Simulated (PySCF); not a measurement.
## Magnetic susceptibility: SMILES Cc1c[p-]cp1, [C4H5P2]-, charge -1

Molfile (atoms numbered from 1):
```
C4H5P2
     RDKit          3D

 11 11  0  0  0  0  0  0  0  0999 V2000
   -1.7408   -0.3657    0.0759 C   0  0  0  0  0  0  0  0  0  0  0  0
   -0.2575   -0.1262   -0.0140 C   0  0  0  0  0  0  0  0  0  0  0  0
    0.2819    1.1303    0.0917 C   0  0  0  0  0  0  0  0  0  0  0  0
    2.0160    1.2942    0.0063 P   0  0  0  0  0  0  0  0  0  0  0  0
    2.2624   -0.4026   -0.1920 C   0  0  0  0  0  0  0  0  0  0  0  0
    0.8857   -1.4449   -0.2278 P   0  0  0  0  0  0  0  0  0  0  0  0
   -2.0574   -0.4465    1.1199 H   0  0  0  0  0  0  0  0  0  0  0  0
   -2.2950    0.4577   -0.3802 H   0  0  0  0  0  0  0  0  0  0  0  0
   -2.0081   -1.2933   -0.4291 H   0  0  0  0  0  0  0  0  0  0  0  0
   -0.3433    2.0091    0.2191 H   0  0  0  0  0  0  0  0  0  0  0  0
    3.2616   -0.8095   -0.2957 H   0  0  0  0  0  0  0  0  0  0  0  0
  1  2  1  0
  2  3  2  0
  3  4  1  0
  4  5  1  0
  5  6  2  0
  6  2  1  0
  1  7  1  0
  1  8  1  0
  1  9  1  0
  3 10  1  0
  5 11  1  0
M  CHG  1   4  -1
M  END
```

Method: GIAO PBE/aug-pcSseg-1 magnetisability, rotational g tensor and spin-rotation constants, non-relativistic, gas phase (PySCF). Geometry: GFN2-xTB.

For an ion the centre-of-mass motion in the field is neglected.

Task: What are the magnetisability and the molar susceptibility?

Result: Isotropic -1296 × 10⁻³⁰ J/T², or -78.0 × 10⁻⁶ cm³/mol; principal values -1988, -1009, -890 × 10⁻³⁰ J/T², anisotropy 1044 × 10⁻³⁰ J/T² (root of half the summed squared differences of the principal values). The susceptibility is in cgs units.

Task: Split it along the inertial axes a, b, c into diamagnetic and paramagnetic parts about the centre of mass, with the quadrupole moment.

Result: 
```csv
axis,χ (10⁻⁶ cm³/mol),diamagnetic (10⁻⁶ cm³/mol),paramagnetic (10⁻⁶ cm³/mol),summed x² of all electrons (Å²),quadrupole Θ (D Å)
a,-60.0,-398.5,338.5,137.0,-7.00
b,-54.4,-641.4,587.0,79.8,+0.88
c,-119.7,-919.7,800.0,14.2,+6.11
```
Anisotropies 2χaa − χbb − χcc = +54.1 and 2χbb − χaa − χcc = +70.9 × 10⁻⁶ cm³/mol. Θ is traceless in Buckingham's convention.

Task: And the rotational g tensor?

Result: 
| axis | rotational constant (GHz) | g | nuclear part | electronic part |
| --- | --- | --- | --- | --- |
| a | 4.1106 | -0.0966 | 0.5571 | -0.6538 |
| b | 2.2601 | -0.0640 | 0.5593 | -0.6233 |
| c | 1.4717 | +0.0014 | 0.5545 | -0.5531 |

Asymmetric top; isotopes 12C, 1H, 31P; no vibrational averaging.
